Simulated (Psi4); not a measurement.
**BSiH2Cl (SMILES B[Si]Cl): UPBE0/def2-SVP**

Wanted: energy and forces of BSiH2Cl. 

Program for the calculation: Psi4 1.11.

2 further runs of the same task are left out: 1 that didn't finish, 1 set aside as unsound or not needed.

### 1 Starting point

BSiH2Cl: 5 atoms, total charge 0, spin state triplet. As SMILES, `B[Si]Cl`. Geometry: relaxed at GFN2-xTB.

Bond lengths: B1–Si2 1.886 Å, Si2–Cl3 2.073 Å, B1–H4 1.174 Å, B1–H5 1.171 Å. Angles: B1–Si2–Cl3 123.8°, Si2–B1–H4 119.9°, Si2–B1–H5 120.3°, H4–B1–H5 119.8°.

### 2 Energy and forces at UPBE0/def2-SVP

The input, bclh2si.xyz:

```xyz
5
BClH2Si
B     -0.674100     0.367960    -0.302510
Si     0.334580    -1.081930     0.357550
Cl     2.311390    -0.930270     0.961480
H     -0.184480     1.431210    -0.387430
H     -1.787390     0.213030    -0.629090
```

The input, calc.py:

```python
import psi4

psi4.set_memory(1600000000)
psi4.set_num_threads(1)
psi4.set_output_file('psi4.out', False)

with open('bclh2si.xyz') as f:
    atoms = ''.join(f.readlines()[2:])
molecule = psi4.geometry('0 3\n' + atoms + 'symmetry c1')

options = {'basis': 'def2-SVP', 'reference': 'uks', 'puream': True, 'e_convergence': 1e-09, 'd_convergence': 1e-08, 'scf_type': 'pk', 'dft_radial_points': 99, 'dft_spherical_points': 590, 'maxiter': 200}
psi4.set_options(options)

E, wfn = psi4.gradient('PBE0', return_wfn=True)
psi4.oeprop(wfn, 'MULLIKEN_CHARGES', 'MAYER_INDICES', 'DIPOLE')
print('gradient / Eh bohr^-1')
print(E.np.round(6))
print(f'energy = {wfn.energy():.10f} Eh')
```

Run with:

```
$ python calc.py
```

psi4.out:

```text
[...]
  Running in c1 symmetry.
[...]
  Nuclear repulsion =  108.028327319706790
[...]
  Multiplicity = 3
[...]
  Nalpha       = 20
  Nbeta        = 18
[...]
    Number of basis functions: 60
[...]
   @UKS iter   1:  -774.95392016410847   -2.67786e-01   6.98164e-03 ADIIS/DIIS
[...]
   @UKS iter  13:  -775.11689924494408   -4.20641e-12   7.78589e-09 DIIS
[...]
   @S^2 Observed:                2.003388518E+00
[...]
    Orbital Energies [Eh]
    ---------------------
    Alpha Occupied:
       1A   -101.695845     2A    -66.294770     3A     -9.547910
       4A     -7.286722     5A     -7.281191     6A     -7.280825
       7A     -6.802121     8A     -5.388450     9A     -3.727318
      10A     -3.726456    11A     -3.722337    12A     -0.865871
      13A     -0.587702    14A     -0.488580    15A     -0.394111
      16A     -0.384763    17A     -0.376076    18A     -0.360016
      19A     -0.258157    20A     -0.241671
    Alpha Virtual:
      21A     -0.053961    22A     -0.001967    23A      0.101491
      24A      0.142471    25A      0.156599    26A      0.193544
[...]
  @UKS Final Energy:  -775.11689924494408
   => Energetics <=
    Nuclear Repulsion Energy =            108.0283273197067899
    One-Electron Energy =               -1284.8638218322730609
    Two-Electron Energy =                 442.2279501914630373
    DFT Exchange-Correlation Energy =     -40.5093549238407391
    Empirical Dispersion Energy =           0.0000000000000000
    VV10 Nonlocal Energy =                  0.0000000000000000
    Total Energy =                       -775.1168992449440793
[...]
  -Total Gradient:
     Atom            X                  Y                   Z
    ------   -----------------  -----------------  -----------------
       1        0.000583538756    -0.005553135993     0.001472352522
       2       -0.009243248687     0.015027678793    -0.006421574021
       3        0.001949399104    -0.001120462764     0.000867514403
       4       -0.009967094619    -0.014599501192     0.000118111045
       5        0.016672828416     0.006250823307     0.003960892624
[...]
 Multipole Moments:
 ------------------------------------------------------------------------------------
     Multipole            Electronic (a.u.)      Nuclear  (a.u.)        Total (a.u.)
 ------------------------------------------------------------------------------------
 L = 1.  Multiply by 2.5417464519 to convert [e a0] to [Debye]
 Dipole X            :          3.2055531           -3.3437392           -0.1381862
 Dipole Y            :         -2.2857730            2.0393104           -0.2464626
 Dipole Z            :          1.5635968           -1.5511353            0.0124616
 Magnitude           :                                                    0.2828330
[...]
  Mulliken Charges: (a.u.)
   Center  Symbol    Alpha    Beta     Spin     Total
       1     B     2.87137  2.30585  0.56551 -0.17722
       2    SI     7.50473  6.15983  1.34491  0.33544
       3    CL     8.67208  8.54743  0.12465 -0.21952
       4     H     0.48373  0.48020  0.00353  0.03608
       5     H     0.46809  0.50668 -0.03859  0.02522
   Total alpha = 20.00000, Total beta = 18.00000, Total charge =  0.00000
  Mayer Bond Indices:
  Total Bond Index:
[...]
```

The script printed:

```text
gradient / Eh bohr^-1
[[ 0.000584 -0.005553  0.001472]
 [-0.009243  0.015028 -0.006422]
 [ 0.001949 -0.00112   0.000868]
 [-0.009967 -0.0146    0.000118]
 [ 0.016673  0.006251  0.003961]]
energy = -775.1168992449 Eh
```

Wall time 18 s (1 thread of Intel Xeon Platinum 8488C (Sapphire Rapids), shared host); peak memory 0.62 GiB.

### 3 Outcome

Level: UPBE0/def2-SVP.

| quantity | value |
| --- | --- |
| total energy | -775.11690 Eh |
| dipole moment | 0.72 D |
| HOMO energy (highest over α and β) | -6.58 eV |
| LUMO energy (lowest over α and β) | -3.32 eV |
| ⟨S²⟩ | 2.003 |
| largest force on an atom | 0.965 eV/Å |

What this shows: Mulliken charges run from -0.22 on Cl3 to +0.34 on Si2; they depend strongly on the basis. The largest force is 0.97 eV/Å: the shape isn't a stationary point for this species at this level.
